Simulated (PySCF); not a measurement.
BeH, SMILES [BeH+], charge +1. Atoms are numbered in the order given.

```xyz
2

Be     0.0000     0.0000    -0.2647
H      0.0000     0.0000     1.0589
```
Charge +1, spin multiplicity 1.

The structure is a stationary point at PBE0-D3(BJ)/def2-TZVPD. The spin state was assumed, not searched.

All values below come from HF/def2-TZVPD (PySCF).

| Quantity | Value |
|---|---|
| total energy | -14.85207 hartree |
| point group | C∞v |
| highest occupied level | -20.32 eV |
| lowest empty level | -7.84 eV |
| orbital gap | 12.48 eV |
| dipole moment about the centre of nuclear charge | 3.79 D |
| mean static polarisability | 11.5 bohr³ (1.70 Å³) |
| polarisability, principal values | 10.8, 10.8, 12.8 bohr³ |
